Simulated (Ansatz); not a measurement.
The parent structure is Ni in the fcc (Cu type) structure (space group Fm-3m, No. 225; a = 3.5184 Å; ferromagnetic).

Levels (all Ansatz, a first-principles code, PAW): PBE (420 eV, no spin-orbit coupling); PBEsol (420 eV, spin-orbit coupling left out).

Levels that relaxed their own cell: PBE and PBEsol.

```json
[
 {"level": "PBE", "lattice parameter a": "3.518 Å"},
 {"level": "PBEsol", "lattice parameter a": "3.463 Å"}
]
```

Measured: lattice parameter a 3.508 Å (static lattice; corrected from measurement; as listed in Daniel Mejia-Rodriguez, S. B. Trickey, Phys. Rev. B (2018)).

Computed minus measured — lattice parameter a: PBE +0.3 %, PBEsol -1.3 % (closest: PBE).

Other magnetic orders, which the real material may have, were not ruled out. Whether these cells are dynamically stable was not tested.
